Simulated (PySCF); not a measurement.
**Electric properties by functional and basis**

PF3.
SMILES with atom numbers: `[F:1][P:2]([F:3])[F:4]`

Structure used (PBE0-D3(BJ)/def2-SVP), in Å, numbered top down from 1:
```xyz
4
PF3 angstrom
F     -0.8266   -1.0649   -0.3780
P      0.0177   -0.1071    0.5791
F      1.3789   -0.1382   -0.2532
F     -0.5321    1.2822    0.0171
```

PySCF, dipoles from the SCF density, polarisabilities from static response with core orbitals frozen. Isolated species at its PBE0-D3(BJ)/def2-SVP geometry, gas phase.

Reference dipole: 1.030 D (measured, gas; NIST CCCBDB Release 22 (SRD 101), experimental dipoles). Reference polarisability: 4.414 Å³ (measured, gas; NIST CCCBDB Release 22 (SRD 101), experimental polarizabilities). The anisotropy is √(½[(α1 − α2)² + (α2 − α3)² + (α3 − α1)²]).

```csv
level,μ (D),error (%),α (Å³),error (%),anisotropy (Å³)
PBE0/def2-SVPD,1.270,+23.3,3.84,-13.0,0.49
BHandHLYP/def2-SVPD,1.466,+42.3,3.67,-16.8,0.51
CAM-B3LYP/def2-SVPD,1.371,+33.1,3.84,-13.0,0.51
wB97X-D/def2-SVPD,1.286,+24.8,3.84,-13.1,0.50
LC-wPBE/def2-SVPD,1.264,+22.7,3.82,-13.4,0.51
PBE0/6-31G*,1.160,+12.6,2.95,-33.1,0.72
PBE0/def2-SVP,1.302,+26.4,2.78,-37.0,0.76
PBE0/6-31+G*,1.407,+36.6,3.54,-19.8,0.62
PBE0/aug-cc-pVDZ,1.235,+19.9,3.83,-13.3,0.49
PBE0/def2-TZVP,1.189,+15.4,3.39,-23.2,0.59
PBE0/def2-TZVPD,1.171,+13.7,3.93,-11.1,0.46
PBE0/aug-cc-pVTZ,1.201,+16.6,3.91,-11.4,0.47
```

For the dipole, the smallest error is 12.6% (PBE0/6-31G*) and the largest 42.3% (BHandHLYP/def2-SVPD). Even the closest misses by 13%. For the polarisability, the smallest error is 11.1% (PBE0/def2-TZVPD) and the largest 37.0% (PBE0/def2-SVP). Even the closest misses by 11%. The dipole runs from 1.16 D (PBE0/6-31G*) to 1.47 D (BHandHLYP/def2-SVPD). In one basis (def2-SVPD) the functionals order the polarisability from BHandHLYP (lowest) to CAM-B3LYP (highest), a spread of 5%. With PBE0 the polarisability is 3.04 Å³ without diffuse functions (mean of 6-31G*, def2-SVP and def2-TZVP) and 3.81 Å³ with them (mean of 6-31+G*, def2-SVPD, aug-cc-pVDZ, def2-TZVPD and aug-cc-pVTZ). Measured values can belong to vibrating molecules; the computed ones are for one fixed geometry.
